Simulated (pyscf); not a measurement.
H₂P–PH₂ (SMILES PP) + PH₃ (SMILES P) -> H₂P–PH–PH₂ (SMILES PPP) + H₂ (SMILES [H][H]), a four-centre exchange (singlet surface; H–P, H–P broken, P–P, H–H formed). Structures and frequencies: ωB97X-D3(BJ)/def2-SVP in PySCF. Energies in kcal/mol from the separated reactants.

Small-basis levels: PySCF, no dispersion term, spherical d functions. 

Q: In single points SVWN5/6-31G* puts the saddle at 55.7 kcal/mol and the reaction energy at +2.6 kcal/mol. Should these be trusted to within a few kcal/mol? Compare with ωB97M-D3(BJ)/def2-TZVP.

A: ωB97M-D3(BJ)/def2-TZVP gives ΔE‡ = 75.4 kcal/mol and ΔE = +4.6 kcal/mol. SVWN5/6-31G* lies 19.7 kcal/mol under it in the barrier and 2.0 kcal/mol under it in the reaction energy, so on this step it does not hold to within 3.0 kcal/mol. ωB97M-D3(BJ)/def2-TZVP has limits of its own. From the product side, PH₂• + •HP–PH₂ + H₂ lies, by one bond made or cut, 11.9 kcal/mol under this saddle at ωB97M-D3(BJ)/def2-TZVP. The same reactants have a lower exit, to PH₂• + PH₂• + PH₃ (no saddle counted: cutting one bond costs +62.2 kcal/mol at ωB97M-D3(BJ)/def2-TZVP, against +75.4 kcal/mol here). One saddle was located; it need not be the lowest between these sides.
